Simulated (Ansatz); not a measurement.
Cost and result for the atomization energy of C2H5FOS, SMILES `COC(F)S` (10 atoms, 9 bonds).

```xyz
10

C     0.980    0.323   -1.029
O     0.584    0.129    0.320
C    -0.650   -0.428    0.448
F    -0.635   -1.756    0.084
S    -1.175   -0.400    2.180
H     1.928    0.857   -0.999
H     1.114   -0.633   -1.541
H     0.240    0.925   -1.570
H    -1.386    0.059   -0.205
H    -0.999    0.924    2.311
```

Total charge 0; spin multiplicity 1. The geometry is a stationary point of PBE0-D4/def2-TZVP. It is one conformer, not always the lowest. Program: Ansatz. All runs use 4 threads of an Arm Neoverse V2 on a shared host. Times are those of one run each, without the atoms' runs, and a repeat can differ threefold. Electronic energies, without spin–orbit coupling; frozen cores. CCSD(T)/CBS adds CCSD(T) − MP2 in def2-TZVPP to the MP2 limit, and its time is that of the two runs behind it. T1 = 0.012. B3LYP takes the VWN-RPA correlation (the form of Gaussian; ORCA's B3LYP/G). HSE06 is the plane-wave form, built on full-range PBE exchange.

CCSD(T)/CBS is a level of theory with its own doubt, some kJ/mol a heavy atom from the limit and from the frozen cores, so smaller differences don't rank the functionals.

```json
{"level": "LDA (SPW92)/def2-TZVPP", "functions": "236", "wall time": "1 s", "atomization (kJ/mol)": "4291.5", "difference from CCSD(T)/CBS": "645.8", "per bond": "71.8"}
{"level": "revPBE-D4/def2-TZVPP", "functions": "236", "wall time": "1.6 s", "atomization (kJ/mol)": "3645.9", "difference from CCSD(T)/CBS": "0.2", "per bond": "0.0"}
{"level": "BLYP-D4/def2-TZVPP", "functions": "236", "wall time": "1.6 s", "atomization (kJ/mol)": "3649.3", "difference from CCSD(T)/CBS": "3.6", "per bond": "0.4"}
{"level": "PBE0-D4/def2-TZVPP", "functions": "236", "wall time": "2.3 s", "atomization (kJ/mol)": "3656.9", "difference from CCSD(T)/CBS": "11.2", "per bond": "1.2"}
{"level": "HSE06-D4/def2-TZVPP", "functions": "236", "wall time": "2.6 s", "atomization (kJ/mol)": "3660.4", "difference from CCSD(T)/CBS": "14.7", "per bond": "1.6"}
{"level": "CAM-B3LYP-D4/def2-TZVPP", "functions": "236", "wall time": "2.7 s", "atomization (kJ/mol)": "3659.6", "difference from CCSD(T)/CBS": "13.9", "per bond": "1.5"}
{"level": "B3LYP-D4/def2-TZVPP (with forces)", "functions": "236", "wall time": "3.4 s", "atomization (kJ/mol)": "3634.6", "difference from CCSD(T)/CBS": "-11.1", "per bond": "-1.2"}
{"level": "r2SCANh-D4/def2-TZVPP", "functions": "236", "wall time": "3.9 s", "atomization (kJ/mol)": "3627.0", "difference from CCSD(T)/CBS": "-18.7", "per bond": "-2.1"}
{"level": "CCSD(T)/def2-SVP", "functions": "99", "wall time": "4 s", "atomization (kJ/mol)": "3436.7", "difference from CCSD(T)/CBS": "-209.0", "per bond": "-23.2"}
{"level": "PBE-QIDH/def2-TZVPP", "functions": "236", "wall time": "4.4 s", "atomization (kJ/mol)": "3614.2", "difference from CCSD(T)/CBS": "-31.5", "per bond": "-3.5"}
{"level": "MP2/def2-QZVPP", "functions": "448", "wall time": "17 s", "atomization (kJ/mol)": "3682.3", "difference from CCSD(T)/CBS": "36.6", "per bond": "4.1"}
{"level": "CCSD(T)/def2-TZVPP", "functions": "236", "wall time": "2.1 min", "atomization (kJ/mol)": "3543.4", "difference from CCSD(T)/CBS": "-102.3", "per bond": "-11.4"}
{"level": "CCSD(T)/CBS(def2)", "functions": "–", "wall time": "2.4 min", "atomization (kJ/mol)": "3645.7", "difference from CCSD(T)/CBS": "0.0", "per bond": "0.0"}
```

From BLYP to BHLYP (50 % exact exchange), in def2-TZVPP and without D4, the atomization energy moves by −139.1 kJ/mol: exact exchange takes away binding that semilocal exchange gives to molecules. In def2-TZVPP, CCSD(T) changes the Hartree–Fock value by +1011.6 kJ/mol (the triples alone add +65.2 kJ/mol) and MP2 by +1090.3 kJ/mol; breaking electron pairs costs correlation energy, which Hartree–Fock lacks. The D4 term adds +27.9 kJ/mol with B3LYP and +14.6 kJ/mol with PBE0; it sums over pairs of atoms, weighted by their polarisabilities, and B3LYP, whose exchange is more repulsive, gets the larger term.
